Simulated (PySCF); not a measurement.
**Atomization energy of S2, triplet, from cheap to dear**

Geometry (MP2(full)/6-31G*, from the G2/97 set):

```json
{"atom": "S", "x (Å)": "0.0000", "y (Å)": "0.0000", "z (Å)": "0.0000"}
{"atom": "S", "x (Å)": "0.0000", "y (Å)": "0.0000", "z (Å)": "1.9202"}
```

Measured, as an electronic atomization energy: 425.4 kJ/mol (G2/97 heats of formation of molecule and atoms, with zero-point and thermal terms from B3LYP taken off; Curtiss et al., J. Chem. Phys. 106, 1063 (1997), Staroverov et al., J. Chem. Phys. 119, 12129 (2003)). The measured value holds scalar relativity and spin–orbit coupling, which all computed ones lack, and core correlation, which the wave-function levels lack. Atoms are taken at the same level, with ROHF references for molecule and atoms in the R rows. PySCF 2.14.0; the 6-31G* set has Cartesian d functions; a miss is computed less measured; times are wall times on shared hosts and scatter by a factor of two or so; they hold the correlated step alone (with one SCF for RCCSD(T)), and functionals start from a converged Hartree–Fock density. B3LYP has the VWN-RPA form, and B2PLYP's MP2 part freezes the cores. A small miss in a small set is a cancellation of the method's error against the basis error.

| level | basis | miss (kJ/mol) | time of the run | hardware |
| --- | --- | --- | --- | --- |
| full CI | STO-3G | -79.9 | 0.02 s | 1 CPU thread |
| RCCSD(T) | STO-3G | -83.0 | 0.09 s | 1 CPU thread |
| UCCSD(T) | 6-31G | -253.5 | 0.13 s | 1 CPU thread |
| RCCSD(T) | 6-31G | -253.8 | 0.23 s | 1 CPU thread |
| RCCSD(T) | 6-31G* | -84.6 | 0.6 s | 1 CPU thread |
| B2PLYP | 6-31G | -194.2 | 0.92 s | 1 CPU thread |
| UCCSD(T) | cc-pV(D+d)Z | -69.2 | 0.96 s | 1 CPU thread |
| B3LYP | 6-31G | -158.0 | 0.97 s | 1 CPU thread |
| PBE | 6-31G | -101.4 | 0.99 s | 1 CPU thread |
| RCCSD(T) | cc-pV(D+d)Z | -68.8 | 1.2 s | 1 CPU thread |
| PBE0 | 6-31G* | -14.9 | 1.2 s | 1 CPU thread |
| PBE | cc-pV(D+d)Z | 49.4 | 1.3 s | 1 CPU thread |
| B3LYP | 6-31G* | -24.0 | 1.4 s | 1 CPU thread |
| PBE0 | cc-pV(D+d)Z | 8.3 | 1.5 s | 1 CPU thread |
| B3LYP | cc-pV(D+d)Z | -2.1 | 1.6 s | 1 CPU thread |
| CAM-B3LYP | 6-31G* | -40.8 | 2.4 s | 1 CPU thread |
| CAM-B3LYP | cc-pV(D+d)Z | -17.1 | 2.6 s | 1 CPU thread |
| UHF | cc-pV(T+d)Z | -214.9 | 2.6 s | 1 CPU thread |
| BLYP | cc-pV(T+d)Z | 24.8 | 2.7 s | 1 CPU thread |
| revPBE | cc-pV(T+d)Z | 31.3 | 2.7 s | 1 CPU thread |
| PBE | cc-pV(T+d)Z | 56.5 | 2.7 s | 1 CPU thread |
| PBE0 | cc-pV(T+d)Z | 19.7 | 3 s | 1 CPU thread |
| HSE06 | 6-31G* | -15.8 | 3.4 s | 1 CPU thread |
| HSE06 | cc-pV(D+d)Z | 7.6 | 3.6 s | 1 CPU thread |
| r2SCAN | cc-pV(T+d)Z | 38.6 | 4.6 s | 1 CPU thread |
| CAM-B3LYP | cc-pV(T+d)Z | -7.6 | 7.2 s | 1 CPU thread |
| wB97M-V | 6-31G* | -21.7 | 7.7 s | 1 CPU thread |
| HSE06 | cc-pV(T+d)Z | 18.3 | 8.4 s | 1 CPU thread |
| B97M-V | cc-pV(T+d)Z | 29.8 | 9.7 s | 1 CPU thread |
| RCCSD(T) | cc-pV(T+d)Z | -26.7 | 11 s | 1 CPU thread |
| wB97X-V | cc-pV(T+d)Z | 12.4 | 12 s | 1 CPU thread |
| UCCSD(T) | cc-pV(T+d)Z | -27.5 | 12 s | 1 CPU thread |
| r2SCAN | cc-pV(Q+d)Z | 40.1 | 24 s | 1 CPU thread |
| B2PLYP | cc-pV(Q+d)Z | 8.0 | 35 s | 1 CPU thread |
| HSE06 | cc-pV(Q+d)Z | 19.7 | 44 s | 1 CPU thread |
| RCCSDT | 6-31G* | -84.5 | 61 s | 1 CPU thread |
| UHF | cc-pV(Q+d)Z | -212.8 | 2.1 min | 1 CPU thread |
| UCCSD(T) | cc-pV(Q+d)Z | -8.6 | 2.9 min | 1 CPU thread |
| RCCSD(T) | cc-pV(Q+d)Z | -7.8 | 3 min | 1 CPU thread |
| UCCSDT | cc-pV(D+d)Z | -68.6 | 3.6 min | 1 CPU thread |

HF's time is that of a plain UHF run.

The smallest set from which on each level stays within 1 kcal/mol of its own cc-pV(Q+d)Z value (sets in order of size: STO-3G, 6-31G, 6-31G*, cc-pV(D+d)Z, cc-pV(T+d)Z, cc-pV(Q+d)Z): RHF cc-pV(T+d)Z; UHF cc-pV(T+d)Z; PBE cc-pV(T+d)Z; r2SCAN cc-pV(T+d)Z; B3LYP cc-pV(T+d)Z; wB97M-V cc-pV(T+d)Z; B2PLYP none (cc-pV(T+d)Z is 1.5 kcal/mol off); RMP2 none (cc-pV(T+d)Z is 4.3 kcal/mol off); UMP2 none (cc-pV(T+d)Z is 4.1 kcal/mol off); RCCSD(T) none (cc-pV(T+d)Z is 4.5 kcal/mol off); UCCSD(T) none (cc-pV(T+d)Z is 4.5 kcal/mol off).
